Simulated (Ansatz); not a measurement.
We consider α-N2, described by RPBE (PAW; Ansatz, a quantum-chemistry and plane-wave program).

Run with plane-wave cutoff 520 eV, 6×6×6 k mesh, Fermi–Dirac smearing 0.01 eV, scalar-relativistic PAW data made under PBE.

Cell (relaxed at this level):

Space group Pa-3 (No. 205); a = 6.4277 Å, b = 6.4277 Å, c = 6.4277 Å, α = 90.00°, β = 90.00°, γ = 90.00°

```
atom  site  symmetry       x       y       z
----  ----  --------  ------  ------  ------
N       8c       .3.  0.0497  0.0497  0.0497
```

Problem. Estimate the bulk modulus and band gap that the calculation returns.

Solution. 
- bulk modulus = 0.95 GPa
- band gap = 7.76 eV

Note: for a layered or molecular solid the relaxed cell lies over 5 % above the published volume, where the minimum can be shallow; the cell comes from a level without a dispersion term, which matters for the spacing of layers, chains or molecules; the bulk modulus comes from volumes at which shape and atoms were relaxed.

Static lattice: no zero-point or thermal effects.
